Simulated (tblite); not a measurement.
Task: What does the GFN2-xTB structure of `[SH+][C@@H](C)CCC` [radical] look like in three dimensions? (Charge +1 and doublet state.)

Result: 
```
atom  x, y, z in Å
C1     2.559   -0.076   -0.444
C2     1.329   -0.159    0.412
C3     0.036   -0.395   -0.364
C4    -1.167   -0.148    0.540
C5    -2.496   -0.135   -0.198
S6    -0.918    1.468    1.390
H7     3.446    0.116    0.156
H8     2.467    0.684   -1.218
H9     2.727   -1.029   -0.955
H10    1.174    0.811    0.956
H11    1.458   -0.899    1.207
H12   -0.014    0.271   -1.229
H13    0.011   -1.419   -0.742
H14   -1.190   -0.871    1.358
H15   -3.321    0.083    0.476
H16   -2.670   -1.118   -0.630
H17   -2.497    0.595   -1.005
H18   -0.943    2.228    0.277
```

Any rigid rotation of these coordinates is as good. Atoms count from 1 in this order. The C–C distances run from 1.501 Å (C1–C2, drawn single) to 1.526 Å (C2–C3, drawn single), a spread of 0.025 Å. Of the pairs four or more bonds apart, S6···H10 is among the closest relative to their van der Waals radii: 2.24 Å, 75 % of the sum of Bondi's values.

Bonds between heavy atoms (Å): C1–C2 1.501, C2–C3 1.526, C3–C4 1.525, C4–C5 1.520, C4–S6 1.843.

Computed geometry: GFN2-xTB, gas phase. This method treats the open shell by occupation alone, without spin polarisation.

Point group: C1 (no symmetry element, even within 0.4 Å). Its GFN2-xTB frequencies are all real (lowest 92 cm⁻¹). Torsions: C1–C2–C3–C4 -167°, C2–C3–C4–C5 171°, C3–C4–S6–H 64°.

Time: 0.47 s of wall time. Hardware: Arm Neoverse V1, one thread, shared host with 32 logical CPUs at a one-minute load of 66. That covers the optimisation of the geometry.

One conformer stands for the species.
